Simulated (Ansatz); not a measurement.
Cost and result for the atomization energy of `C[C]=O` radical (6 atoms, 5 bonds).

The species carries charge 0 and has multiplicity 2. The geometry is a stationary point of PBE0-D4/def2-TZVP. Program: Ansatz. All runs use 2 threads of a server CPU on a shared host. Times are those of one run each, without the atoms' runs, and a repeat can differ threefold. Electronic energies, without spin–orbit coupling; frozen cores. CCSD(T)/CBS adds CCSD(T) − MP2 in def2-TZVPP to the MP2 limit, and its time is that of the two runs behind it. T1 = 0.019; ⟨S²⟩ of the reference is 0.76. B3LYP takes the VWN-RPA correlation (the form of Gaussian; ORCA's B3LYP/G). HSE06 is the plane-wave form, built on full-range PBE exchange.

The measured enthalpy of formation (G2 set as listed by Staroverov and co-workers 2003, -2.4 kcal/mol at 298 K), with computed zero-point and thermal terms and the atoms' enthalpies of Curtiss and co-workers (1997), gives an electronic atomization energy of 581.4 kcal/mol. Core correlation, relativity and spin–orbit coupling, which the correlated runs lack, are worth up to about 1 kcal/mol a heavy atom.

```tsv
level	functions	wall time
revPBE-D4/def2-TZVPP	135	1.4 s
BLYP-D4/def2-TZVPP	135	1.5 s
PBE-D4/def2-TZVPP (with forces)	135	1.5 s
HSE06-D4/def2-TZVPP	135	2.1 s
B3LYP-D4/def2-TZVPP (with forces)	135	2.8 s
r2SCANh-D4/def2-TZVPP	135	3.2 s
CCSD(T)/def2-SVP	57	4.7 s
B97M-V/def2-TZVPP	135	4.9 s
ωB97X-V/def2-TZVPP	135	5.5 s
ωB97M-V/def2-TZVPP (with forces)	135	6 s
MP2/def2-QZVPP	261	13 s
CCSD(T)/def2-TZVPP	135	32 s
CCSD(T)/CBS(def2)	–	44 s
```

Task: What atomization energy does each give, and how far from the measured value? (Best estimate.)

Result: Computed: 
```
                            level  atomization (kcal/mol)  error  per bond
             revPBE-D4/def2-TZVPP                   588.3    6.9       1.4
               BLYP-D4/def2-TZVPP                   589.3    7.9       1.6
  PBE-D4/def2-TZVPP (with forces)                   605.0   23.6       4.7
              HSE06-D4/def2-TZVPP                   587.9    6.5       1.3
B3LYP-D4/def2-TZVPP (with forces)                   584.5    3.1       0.6
            r2SCANh-D4/def2-TZVPP                   581.8    0.4       0.1
                 CCSD(T)/def2-SVP                   556.6  -24.8      -4.9
                B97M-V/def2-TZVPP                   583.3    1.9       0.4
               ωB97X-V/def2-TZVPP                   583.2    1.8       0.4
 ωB97M-V/def2-TZVPP (with forces)                   583.7    2.3       0.5
                   MP2/def2-QZVPP                   588.3    6.9       1.4
               CCSD(T)/def2-TZVPP                   566.0  -15.4      -3.1
                CCSD(T)/CBS(def2)                   580.4   -1.0      -0.2
```

From r2SCAN to r2SCAN0 (25 % exact exchange), in def2-TZVPP and without D4, the atomization energy moves by −13.8 kcal/mol: exact exchange takes away binding that semilocal exchange gives to molecules. In def2-TZVPP, CCSD(T) changes the Hartree–Fock value by +150.1 kcal/mol (the triples alone add +10.6 kcal/mol) and MP2 by +163.8 kcal/mol; breaking electron pairs costs correlation energy, which Hartree–Fock lacks. At CCSD(T), def2-SVP lies −23.8 kcal/mol from the extrapolated value and def2-TZVPP −14.4 kcal/mol: correlation converges slowly with the basis, and small sets miss more of it in the bonded molecule than in its fragments.
